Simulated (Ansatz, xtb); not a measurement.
## Relaxing a trial structure of C4H3F+

The starting geometry of this gas-phase doublet was built from a drawn formula by distance geometry and a force field; its bonds are those of `[CH2+][C@@]1(F)[C]=C1`.

```csv
atom,x (Å),y (Å),z (Å)
C,-0.9225,1.2526,0.7614
C,0.1353,0.6471,1.5443
C,0.8610,1.3003,2.5923
C,-0.1824,0.7210,3.0260
F,0.6689,-0.4999,1.0738
H,-1.7421,0.6595,0.3692
H,-0.8266,2.2687,0.3106
H,-0.0556,-0.1671,3.5882
```

Problem. Predict what becomes of its bonds when it is optimised with r2SCAN-D4/def2-SVP.

Solution. A bond breaks, leaving `[CH+]=C=C([CH2])F`. Contacts that open: C2–C4 (1.52 → 2.62 Å).

The energy falls by 3.99 eV over 17 steps:

| step | E − E(last) (eV) |
| --- | --- |
| 1 | 3.995 |
| 3 | 2.666 |
| 5 | 1.807 |
| 6 | 1.445 |
| 8 | 0.846 |
| 10 | 0.336 |
| 12 | 0.062 |
| 13 | 0.006 |
| 15 | 0.001 |
| 17 | 0.000 |

Final geometry (Å):

```xyz
8

C    -0.8952    1.2113    0.3657
C    -0.0098    0.4446    1.1423
C     0.0983    0.5495    2.5247
C     0.1893    0.6472    3.7474
F     0.7527   -0.4119    0.5371
H    -0.9181    1.0670   -0.7209
H    -1.5526    1.9430    0.8439
H     0.2714    0.7313    4.8254
```

From the same start GFN2-xTB reaches the same bonding as this run.

The end wasn't checked by frequencies. Open shells are spin-unrestricted. Run with Ansatz 0.2.0, 34 s on 2 threads of Intel(R) Xeon(R) 6975P-C (Granite Rapids) (shared host).
